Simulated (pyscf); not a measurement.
`[O]=[Zr]([F])[F]` + `[NH3]` → `[NH2][Zr]([OH])([F])[F]`, an addition across a multiple bond or ene-type step (singlet surface; H–N broken, H–O, N–Zr formed). Optimised with ωB97X-D3(BJ)/def2-SVP in PySCF. Energies in eV from the separated reactants.

Small-basis levels: PySCF, no dispersion term, spherical d functions. AM1 to PM7: differences of heats of formation from MOPAC, which are fitted to 298 K values and so differ in kind from electronic energies by zero-point and thermal terms. GFN2-xTB: tblite. Cost: rough CPU time at the saddle relative to B3LYP/6-31G*+LANL2DZ, from one job on a shared machine.

```
level                    barrier  reaction energy        cost
-----------------------  -------  ---------------  ----------
MP2/6-31G*+LANL2DZ         -0.55            -2.06         0.2
SVWN5/6-31G*+LANL2DZ       -1.57            -2.72           1
B3LYP/6-311+G**+LANL2DZ        …            -2.39           1
PBE/def2-SVP               -1.17            -2.48           2
GFN2-xTB                       …            -3.32  under 0.02
PM6                        -0.01            -2.52  under 0.02
PM7                        -1.26            -3.13  under 0.02
ωB97M-D3(BJ)/def2-TZVP         …            -2.46           –
```

Question: Some entries are withheld; supply them.

Answer: 
- B3LYP/6-311+G**+LANL2DZ, barrier: -0.63
- GFN2-xTB, barrier: -1.99
- ωB97M-D3(BJ)/def2-TZVP, barrier: -0.80

Against the last row the barrier runs from -1.19 (GFN2-xTB) to +0.79 eV (PM6). ωB97M-D3(BJ)/def2-TZVP has limits of its own. On the reactant side the descent ends in an adduct with a N–Zr contact, 1.90 eV under the separated species and 0.97 eV under the saddle at ωB97X-D3(BJ)/def2-TZVP. At ωB97M-D3(BJ) the saddle lies under the separated reactants, which points to a path from their complex (located at ωB97X-D3(BJ) alone). What is counted as formed (N–Zr) is already present as a longer contact in the reactant adduct; forming that adduct is a step of its own. At the saddle there is also a short H–Zr contact that neither side keeps. At ωB97X-D3(BJ)/def2-TZVP the barrier from the zero used here is -0.93 eV. This is the saddle that the search found; another between the same sides may lie lower. In the def2 sets elements past Kr carry core potentials, without spin-orbit coupling.
